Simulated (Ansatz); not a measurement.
Relaxation of C3H5FO (10 atoms, charge 0, multiplicity 1), to a largest force component of 0.015 eV/Å in at most 40 steps.

Method: Ansatz 0.2.0, RKS LDA/def2-SVP.

```xyz
10
Properties=species:S:1:pos:R:3
C -0.883 -1.153 0.253
O -0.816 0.173 0.843
C 0.149 0.989 0.360
C 1.151 0.765 -0.591
F 1.996 1.674 -0.939
H -1.763 -1.615 0.720
H -1.131 -1.017 -0.823
H 0.015 -1.682 0.391
H 0.171 1.946 0.952
H 1.195 -0.133 -1.164
```

**Question.** Where does it end, and by what steps?

**Answer.** The run converged. After 5 steps the energy has fallen by 0.378 eV; H10 moved furthest, 0.12 Å.

```tsv
step	energy less start (eV)	largest force component (eV/Å)	accepted
0	0.0000	3.664	yes
1	-0.3092	1.498	yes
2	-0.3346	0.771	yes
3	-0.3772	0.084	yes
4	-0.3781	0.039	yes
5	-0.3781	0.007	yes
```

```xyz
10
Properties=species:S:1:pos:R:3
C -0.878 -1.070 0.236
O -0.803 0.177 0.848
C 0.161 0.991 0.404
C 1.052 0.722 -0.565
F 1.961 1.631 -0.906
H -1.714 -1.629 0.701
H -1.066 -0.974 -0.863
H 0.070 -1.648 0.369
H 0.182 1.968 0.919
H 1.118 -0.219 -1.139
```

The run took 6.7 s on 2 threads of Arm Neoverse V2 (shared host), peak memory 0.12 GiB.
